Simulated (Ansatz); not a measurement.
**AlBH2+ (doublet): wave-function methods side by side, def2-QZVPP**

An exercise on one series of results from a longer session: the logs are not shown, and one member is left open.

Program: Ansatz 0.2.0, Gaussian basis. Level of theory: def2-QZVPP, core rule «outside noble gas», up to 6 orbitals frozen. These are calculated values, not measurements.

The runs, in order: UHF; ROHF; CCSD(T) on UHF.

2 further runs of the same task are left out: 2 set aside as unsound or not needed.

## The system

The geometry is a PBE0/def2-TZVP stationary point (not a proven minimum) of the parent state, kept for this charge and spin.

4 atoms, charge 1, spin multiplicity 2.

Atoms are counted from 1 here; the program's logs count them from 0.

Bond lengths: B1–Al2 2.240 Å, B1–H3 1.206 Å, B1–H4 1.206 Å. Angles: Al2–B1–H3 123.6°, Al2–B1–H4 123.6°, H3–B1–H4 112.9°.

Set-up of the first run:

Contents of in.yaml:

```yaml
crystal:
  periodic: [false, false, false]
  atoms:
    - {symbol: B, position_ang: [0.000000, 0.000000, 1.484785]}
    - {symbol: Al, position_ang: [0.000000, 0.000000, -0.755666]}
    - {symbol: H, position_ang: [0.000000, 1.004980, 2.151421]}
    - {symbol: H, position_ang: [0.000000, -1.004980, 2.151421]}
basis:
  gaussian: {orbitals: "def2-QZVPP.json"}
total_charge: 1
magnetization: {spin_polarized: true, initial_magnetization: 1}
hamiltonian: {xc: hf}
output: {orbitals: {seedname: orbitals}}
```

Launch:

```sh
$ ansatz run in.yaml --threads 1 --pin off --events-out ev --progress --plain --max-ram 2393MiB
```

Steps of the session up to this table: UHF; ROHF; CCSD(T) on UHF.

One of the session's tables, all rows but one given; the rest of the session is left out.

```
  method  from UCCSD(T) (kcal/mol)
    ROHF                   +103.52
     UHF                    +99.42
    UMP2                         ?
   UCCSD                     +2.78
UCCSD(T)                         0
```

Q: Estimate the row for UMP2 from the others.

The run gave: from UCCSD(T) (kcal/mol): +19.41. In the column «from UCCSD(T) (kcal/mol)» it lies between UCCSD (+2.78) and UHF (+99.42).
